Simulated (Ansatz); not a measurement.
**Li2 (singlet): from Hartree-Fock to the top rungs, cc-pVQZ**

One table from this session's results is given with a row withheld; the runs are named, their logs left out.

Method: cc-pVQZ, core rule «outside noble gas», up to 2 orbitals frozen; program: Ansatz 0.2.0, Gaussian basis.

The runs, in order: UHF; CCSD(T) on RHF; CCSD(T) on UHF; BCCD(T) on RHF.

21 further runs of the same task are left out: 7 for a known fault of the program, 5 that didn't finish, 9 set aside as unsound or not needed.

**What is computed**

The geometry is an MP2(full)/6-31G* stationary point (not a proven minimum).

2 atoms, charge 0, spin multiplicity 1.

Atoms are counted from 1 here; the program's logs count them from 0.

No contacts short enough for the rule that draws bonds.

Set-up of the first run:

Input file in.yaml:

```yaml
crystal:
  periodic: [false, false, false]
  atoms:
    - {symbol: Li, position_ang: [0.000000, 0.000000, 0.000000]}
    - {symbol: Li, position_ang: [0.000000, 0.000000, 2.773060]}
basis:
  gaussian: {orbitals: cc-pVQZ}
magnetization: {spin_polarized: true, initial_magnetization: 0}
hamiltonian: {xc: hf}
output: {orbitals: {seedname: orbitals}}
```

Launch:

```
$ ansatz run in.yaml --threads 1 --pin off --events-out ev --progress --plain --max-ram 2393MiB
```

Steps of the session up to this table: UHF; CCSD(T) on RHF; CCSD(T) on UHF; BCCD(T) on RHF.

One table of the session follows, with a row left open; its other results are not shown here.

```
  method  from RCCSD(T) (kJ/mol)
     RHF                   +83.2
     UHF                       ?
    RMP2                   +25.5
   RCCSD                     0.0
RCCSD(T)                       0
 BCCD(T)                     0.0
```

Q: Estimate the row for UHF from the others.

As computed: from RCCSD(T) (kJ/mol): +80.6. In the column «from RCCSD(T) (kJ/mol)» it lies between RMP2 (+25.5) and RHF (+83.2).

Not comparable, so not listed: CCSD(T) on UHF (they don't share determinant, frozen orbitals or solution with the rows shown, or repeat one).

With the free atoms at the same levels and basis (separate runs), the atomisation energy is 1.037 eV at RCCSD(T), 0.174 eV at RHF.

Caveats from the session: Warnings: restricted reference is unstable; spin contamination.
